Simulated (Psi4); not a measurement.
LiO (SMILES [Li][O]): the vertical energy of the quartet above the doublet from total energies

LiO has 2 atoms, charge 0, and is taken as a doublet. As SMILES, `[Li][O]`. The coordinates come from a PBE0-D4/def2-TZVP relaxation.

```xyz
2

Li    0.0000    0.0000   -0.0574
O     0.0000    0.0000    1.6232
```

Both states at this one shape; open shells run unrestricted unless said. 1 Eh = 27.2114 eV.

```
             level  program  doublet LiO (Eh)  quartet LiO (Eh)
 UBLYP/def2-TZVPPD     Psi4        -82.709874        -82.550684
UB3LYP/def2-TZVPPD     Psi4        -82.725838        -82.573111
```

Q: Work out the vertical gap, second state less first, at each level.

A: 
1. UBLYP/def2-TZVPPD: -82.550684 − (-82.709874) = 0.159190 Eh = 4.33 eV.
2. UB3LYP/def2-TZVPPD: -82.573111 − (-82.725838) = 0.152727 Eh = 4.16 eV.

No measured value is set beside it here; the levels span 4.16 to 4.33 eV.
